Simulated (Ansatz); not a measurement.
CH4AlS (`[CH3][Al][SH]`) radical, relaxed with UKS PBE0-D4/def2-TZVP in Ansatz from a PBE-D4/def2-SVP geometry. The force threshold is 0.005 eV/Å; the program also tests the step.

The species carries charge 0 and has multiplicity 2.

Start:

```xyz
7

C     0.864    0.693   -0.572
Al   -0.117   -0.975   -0.138
S    -1.750   -0.753    1.362
H     1.825    0.505   -1.088
H     1.064    1.267    0.359
H     0.236    1.326   -1.236
H    -2.121   -2.063    1.313
```

```json
{"step": "1", "energy (eV)": "-18527.6541", "largest force (eV/Å)": "0.499", "largest move (Å)": "0.000"}
{"step": "2", "energy (eV)": "-18527.6754", "largest force (eV/Å)": "0.192", "largest move (Å)": "0.032"}
{"step": "3", "energy (eV)": "-18527.6774", "largest force (eV/Å)": "0.038", "largest move (Å)": "0.017"}
{"step": "4", "energy (eV)": "-18527.6778", "largest force (eV/Å)": "0.011", "largest move (Å)": "0.020"}
{"step": "5", "energy (eV)": "-18527.6779", "largest force (eV/Å)": "0.002", "largest move (Å)": "0.004"}
```

End:

```xyz
7

C     0.856    0.686   -0.566
Al   -0.113   -0.968   -0.138
S    -1.733   -0.745    1.344
H     1.803    0.504   -1.076
H     1.052    1.250    0.351
H     0.234    1.310   -1.217
H    -2.098   -2.037    1.302
```

Hardware: 2 threads of a server CPU on a shared host. Wall time 13 s, peak host memory 0.3 GiB.
